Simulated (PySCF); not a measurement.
fluorine (F₂), SMILES FF.

The structure is a stationary point at B3LYP-D3(BJ)/def2-TZVPD.

Method: TDDFT-B3LYP/def2-TZVPD (PySCF).

Vertical excitations; the highest root listed may be one member of a degenerate set. Isolated molecule, no solvent. State labels are in the subgroup D2h.

```
state  symmetry  energy (eV)  λ (nm)      f                                              main pairs
-----  --------  -----------  ------  -----  ------------------------------------------------------
S1          B2u         4.56     272  0.000                              HOMO→LUMO (degenerate set)
S2          B3u         4.56     272  0.000                            HOMO−1→LUMO (degenerate set)
S3          B3g         8.22     151  0.000                            HOMO−3→LUMO (degenerate set)
S4          B2g         8.22     151  0.000                            HOMO−2→LUMO (degenerate set)
S5          B2g        11.88     104  0.000                          HOMO−1→LUMO+2 (degenerate set)
S6          B3g        11.88     104  0.000                            HOMO→LUMO+2 (degenerate set)
S7          B3u        12.12     102  0.022                          HOMO−1→LUMO+1 (degenerate set)
S8          B2u        12.12     102  0.022                            HOMO→LUMO+1 (degenerate set)
S9          B1u        12.38     100  0.214  HOMO−1→LUMO+4 39 %, HOMO→LUMO+3 39 %, HOMO−4→LUMO 21 %
S10         B1u        12.62      98  0.000                    HOMO→LUMO+3 50 %, HOMO−1→LUMO+4 50 %
T1          B3u         3.14     395      0                            HOMO−1→LUMO (degenerate set)
T2          B2u         3.14     395      0                              HOMO→LUMO (degenerate set)
T3          B2g         6.88     180      0                            HOMO−2→LUMO (degenerate set)
T4          B3g         6.88     180      0                            HOMO−3→LUMO (degenerate set)
```
Triplets are in the Tamm–Dancoff approximation, which puts them higher than full response would, so one can lie above its singlet here.
